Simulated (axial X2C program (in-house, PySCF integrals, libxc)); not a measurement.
**Cl₂ along the bond: HF, 2c**

All values were computed with an in-house all-electron X2C program for linear molecules (integrals from PySCF). Two-component (2c) means X2C with spin–orbit coupling and atomic mean-field two-electron Coulomb and Gaunt terms. Basis: Cl dyall-av3z [9s8p3d2f] (cores contracted in-house); Gaussian nuclei, density fitting, unrestricted open shells. Masses: Cl 34.969 u.

State: Ω = 0 (closed shell).

Results along the bond:

```
R (Å)  HOMO (eV)  LUMO (eV)
1.740     -11.15       1.54
1.820     -11.46       1.39
1.880     -11.67       1.20
1.940     -11.87       0.93
2.000     -12.04       0.58
2.070     -12.23       0.11
2.140     -12.41      -0.38
2.230     -12.60      -1.00
2.340     -12.80      -1.70
2.500     -13.04      -2.58
```

Occupations by symmetry block were frozen at the best pattern of an incomplete PBE0 search. Closed shells are restricted here (equal orbitals for both partners); the stretched side of such a curve lies too high.
